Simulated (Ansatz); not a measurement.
dimethyl ether cation (C₂H₆O), SMILES O(C)C (connectivity only; charge and spin as stated), charge +1, multiplicity 2.

Geometry optimised at ωB97X-D3(BJ)/def2-TZVP. The spin state was assumed, not searched.

Two levels are set side by side: PBE/def2-SVPD (Ansatz, a quantum-chemistry and plane-wave program) and PBE0/def2-SVPD (Ansatz). Energy differences of separate SCF runs at the same geometry; the states with an electron removed or added have multiplicity 1 and 1. Differences are taken from unrounded values.

```tsv
quantity	PBE
vertical ionisation energy (eV)	18.22
vertical electron affinity (eV)	9.22
```

### Question
These are the PBE values. What does PBE0 give? (The exact figures need the calculation; the answer reports its results.)

### Answer

```json
[
 {"quantity": "vertical ionisation energy (eV)", "PBE0": "18.85", "PBE minus PBE0": "-0.63"},
 {"quantity": "vertical electron affinity (eV)", "PBE0": "9.40", "PBE minus PBE0": "-0.18"}
]
```
